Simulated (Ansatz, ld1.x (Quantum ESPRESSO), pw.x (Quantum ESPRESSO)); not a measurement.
# Ir (Z = 77) (bcc): variants of one TM potential in the solid

Ir, norm-conserving Troullier–Martins (Kleinman–Bylander form), made with ld1.x (Quantum ESPRESSO) 7.5 (PBEsol, scalar-relativistic). Core [Xe] 4f14, reference 5d7 6s2 6p0. Waves: 6s (bound): rc 2.60 bohr; 6p (bound, empty): rc 3.20 bohr; 5d (bound): rc 2.40 bohr. Local part: all-electron potential smoothed inside 2.60 bohr (lloc = -2). Core correction: a·sin(br)/r model core, default radius (core density twice the valence density).

Crystal test: bcc Ir in pw.x 7.5, no spin, 15³ k-points, Fermi–Dirac smearing 0.01 Ry, cutoffs set for each file from its atomic test. The reference is all-electron LAPW (Ansatz 0.2.0) with the same functional, mesh and smearing; V0 and B0 come from Birch–Murnaghan fits to the pressures at five volumes. Errors are pseudo minus all-electron; Δ is the rms difference of the E(V) curves that follow from these fits, minima aligned, over ±6 % about the mean V0. Mesh and smearing are coarse, so the numbers serve the comparison and aren't converged zero-temperature values; the lattice is a test structure that the element need not adopt.

All-electron: a0 = 3.079 Å (V0 = 14.59 Å³/atom), B0 = 339.1 GPa.

Base: The largest radius (3.20 bohr) exceeds half the bond length (2.52 bohr), so the spheres overlap, which is one possible source of error among others. This is a poor potential for the solid.

A dash in a converged row means that the minimum lies outside the volumes sampled.

| change | cutoffs (Ry) | pw.x | a0 (Å) | a0 error (%) | B0 error (%) | Δ (meV/atom) | mean pressure error (GPa) |
| --- | --- | --- | --- | --- | --- | --- | --- |
| base | 50/200 | converged | 3.105 | +0.84 | -1.3 | 27.5 | +9.12 |
| all radii but the core radius scaled by about 1.23 (s 3.20, p 3.94, d 2.96 bohr); local potential all-electron potential smoothed inside 3.20 bohr (lloc = -2) | 50/200 | converged | – | – | – | – | +39.65 |
| reference 5d7 6s0.5 6p0 | 50/200 | converged | 3.100 | +0.70 | -0.6 | 23.0 | +7.60 |
| core correction a·sin(br)/r model core inside 2.64 bohr | 50/200 | converged | 3.110 | +1.01 | -1.8 | 33.1 | +11.03 |
| wave 6s (bound): rc 2.60 bohr becomes 6s (bound): rc 2.50 bohr | 50/200 | converged | 3.105 | +0.85 | -1.4 | 27.8 | +9.23 |
| local potential the s channel | 50/200 | converged | 3.111 | +1.06 | -1.9 | 34.8 | +11.67 |
